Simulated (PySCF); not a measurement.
**Partners of hydrogen cyanide**

Gas-phase complexes of hydrogen cyanide, each in one structure from a short search with a few starts, optimised by PBE0-D3(BJ)/def2-SVPD or PBE0-D3(BJ)/def2-TZVPD; other ways of binding may lie lower. Energies in kcal/mol, wB97M-D3(BJ)/def2-TZVPD, counterpoise-corrected (PySCF): interaction is complex less parts frozen as they stand in it, binding adds what it costs to deform them. Contacts are written partner···hydrogen cyanide; electrostatic, Pauli and orbital are terms of the uncorrected same energy, whose rest is dispersion or correlation.

2 other partners are left out, for which the search missed the form known or expected to bind best.

Frequency runs check only 5 of the 6 structures; these show no clear imaginary mode. 3 further partners within 0.25 kcal/mol of a listed one are not ranked.

Problem. Order these partners of hydrogen cyanide by binding energy, strongest first: selenium difluoride, borane, beryllium hydride, GeH3F, boron trifluoride, water.

Solution. borane (-19.1), beryllium hydride (-12.5), water (-5.2), selenium difluoride (-4.9), GeH3F (-4.1), boron trifluoride (-2.7).
```tsv
partner	contact	distance (Å)	binding	interaction	electrostatic	Pauli	orbital
borane	B···N	1.53	-19.1	-32.8	-68.8	126.3	-89.1
beryllium hydride	Be···N	1.73	-12.5	-20.9	-41.0	53.6	-32.5
water	O···H	2.02	-5.2	-5.2	-7.6	5.6	-2.7
selenium difluoride	Se···N	2.59	-4.9	-5.4	-15.2	19.3	-8.6
GeH3F	Ge···N	2.94	-4.1	-4.3	-6.9	6.0	-2.5
boron trifluoride	B···N	1.79	-2.7	-16.3	-49.0	77.4	-43.4
```
